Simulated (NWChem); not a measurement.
AlF3; SMILES [F][Al]([F])[F]

```xyz
4

Al     0.0000     0.0000     0.0000
F     -0.4681    -1.5906     0.0000
F     -1.1434     1.2007     0.0000
F      1.6116     0.3899     0.0000
```
Atoms are numbered in this order, from 1.

Structure relaxed at the PBE-D3(BJ)/def2-SVP level.

### Question
List the 4 lowest vertical singlet excitations from PBE/def2-SVPD, TDA (NWChem).

### Answer
| state | energy (eV) | oscillator strength | leading excitation (squared amplitude) |
|---|---|---|---|
| S1 | 7.15 | 0.000 | HOMO → LUMO (1.00) |
| S2 | 7.60 | 0.000 | HOMO−1 → LUMO (1.00) |
| S3 | 7.60 | 0.000 | HOMO−2 → LUMO (1.00) |
| S4 | 7.86 | 0.050 | HOMO−3 → LUMO (0.98) |
